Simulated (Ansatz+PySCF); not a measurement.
## doublet C₃H₂N: levels of theory in one basis

```yaml
atoms:
  - { symbol: C, position_ang: [-0.0088, -0.0049, -1.0963] }
  - { symbol: C, position_ang: [0.0064, 0.1783, 0.1993] }
  - { symbol: C, position_ang: [0.0038, 0.0365, 1.5173] }
  - { symbol: N, position_ang: [0.0034, -0.0436, 2.6860] }
  - { symbol: H, position_ang: [-0.0099, -1.0010, -1.5261] }
  - { symbol: H, position_ang: [0.0057, 0.8413, -1.7933] }
```

Basis set: cc-pVTZ (spherical functions). Correlated methods keep 4 orbitals frozen. Correlation on ROHF uses semicanonical orbitals with singles. Charge 0, multiplicity 2.

Computed with Ansatz (development build ahead of 0.2.0) and PySCF 2.14.0; each method stands on the lowest determinant of its kind that the runs found.

```
  method  E − E(ROHF) (eV)  <S²> of the determinant
    ROHF              0.00                     0.75
     UHF             -0.78                     1.40
ROHF-MP2            -17.39                        –
```

**Question.** What does UHF-MP2 give on the same scale?

**Answer.** -16.23 eV.

Caution for ROHF, ROHF-MP2: an unrestricted determinant lies well below. Caution for UHF, UHF-MP2: the unrestricted determinant is spin contaminated. Caution for ROHF-MP2, UHF-MP2: forces differ strongly between restricted and unrestricted references.
